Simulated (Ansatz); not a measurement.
```yaml
crystal:
  periodic: [false, false, false]
  atoms:
    - {symbol: Ga, position_ang: [-0.869466, -0.151818, -0.001517]}
    - {symbol: B, position_ang: [0.760887, 1.317232, 0.011177]}
    - {symbol: Si, position_ang: [1.865582, -0.130152, -0.000536]}
basis:
  gaussian: {orbitals: def2-TZVP}
hamiltonian: {xc: pbe0}
relax: {f_tol: 0.004, max_steps: 80}
```

```sh
$ ansatz run in.yaml --threads 1 --pin off --events-out ev --progress --plain --max-ram 2176MiB
```

Steps of the relaxation (energy above the last step; positions in Å, forces in eV/Å):

```
3
step 1, 287.6 meV
Ga   -0.869   -0.152   -0.002    1.376    0.603    0.005
B     0.761    1.317    0.011   -0.733   -0.505   -0.004
Si    1.866   -0.130   -0.001   -0.643   -0.098   -0.001
```

```
3
step 2, 75.1 meV
Ga   -0.712   -0.151   -0.001    0.490    0.589    0.005
B     0.734    1.357    0.011   -0.851   -0.151   -0.002
Si    1.735   -0.170   -0.001    0.361   -0.438   -0.004
```

```
3
step 3, 31.9 meV
Ga   -0.685   -0.127   -0.001    0.382    0.466    0.004
B     0.687    1.369    0.012   -0.164   -0.850   -0.007
Si    1.755   -0.206   -0.001   -0.218    0.384    0.003
```

```
3
step 4, 14.9 meV
Ga   -0.661   -0.077   -0.001   -0.476   -0.424   -0.004
B     0.649    1.308    0.011    0.380    0.459    0.004
Si    1.768   -0.196   -0.001    0.096   -0.036    0.000
```

```
3
step 5, 0.0 meV
Ga   -0.678   -0.096   -0.001   -0.013    0.001    0.000
B     0.669    1.324    0.011   -0.014    0.018    0.000
Si    1.766   -0.192   -0.001    0.027   -0.019    0.000
```

```
3
step 6, 0.1 meV
Ga   -0.680   -0.095   -0.001    0.025    0.001    0.000
B     0.668    1.324    0.011    0.013   -0.022    0.000
Si    1.770   -0.193   -0.001   -0.038    0.021    0.000
```

```
3
step 7, 0.0 meV
Ga   -0.679   -0.096   -0.001    0.000    0.000    0.000
B     0.668    1.324    0.011    0.000    0.000    0.000
Si    1.767   -0.193   -0.001    0.000    0.000    0.000
```

Close pairs at the end: B2–Si3 1.873 Å, Ga1–B2 1.957 Å, Ga1–Si3 2.448 Å.

A stationary point of restricted PBE0 after 7 steps (its stability towards spin polarisation wasn't tested); no frequencies were run, so it isn't proven a minimum. 51 s on 1 thread of Arm Neoverse N1, shared host.
